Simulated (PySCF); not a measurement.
SMILES C#CCCC#C (C₆H₆), GFN2-xTB optimised geometry.

```
12

C      2.92    -0.72     0.01
C      1.72    -0.73     0.00
C      0.27    -0.73     0.00
C     -0.29     0.70     0.00
C     -1.74     0.66     0.12
C     -2.92     0.57     0.24
H      3.97    -0.73     0.03
H     -0.09    -1.27    -0.88
H     -0.08    -1.26     0.89
H     -0.02     1.21    -0.93
H      0.12     1.27     0.84
H     -3.97     0.51     0.34
```

Density from CAM-B3LYP/def2-TZVP (PySCF) at that geometry.

Minimum of the electron density along straight lines between bonded atoms, close to the bond critical point (lines longer than 1.1 times the sum of covalent radii, or with two minima, are not listed):

```
bond    length / Å  ρ at the minimum / e bohr⁻³  ∇²ρ there / e bohr⁻⁵  position (fraction from the first atom)
------  ----------  ---------------------------  --------------------  ---------------------------------------
C1–C2        1.197                        0.424                 -1.22                                     0.48
C2–C3        1.448                        0.280                 -0.80                                     0.54
C3–C4        1.539                        0.240            (withheld)                                     0.50
C4–C5        1.448                        0.280                 -0.80                                     0.47
C5–C6        1.196                        0.424                 -1.22                                     0.52
C1–H7        1.049                        0.300                 -1.15                                     0.66
C3–H8        1.094                        0.280                 -0.97                                     0.65
C3–H9        1.094                        0.280                 -0.97                                     0.65
C4–H10       1.094                        0.280                 -0.98                                     0.65
C4–H11       1.094                        0.280                 -0.97                                     0.65
C6–H12       1.049                        0.300                 -1.15                                     0.66
```

**Question.** Complete the blanks.

**Answer.** 
- C3–C4, ∇²ρ there / e bohr⁻⁵: -0.59
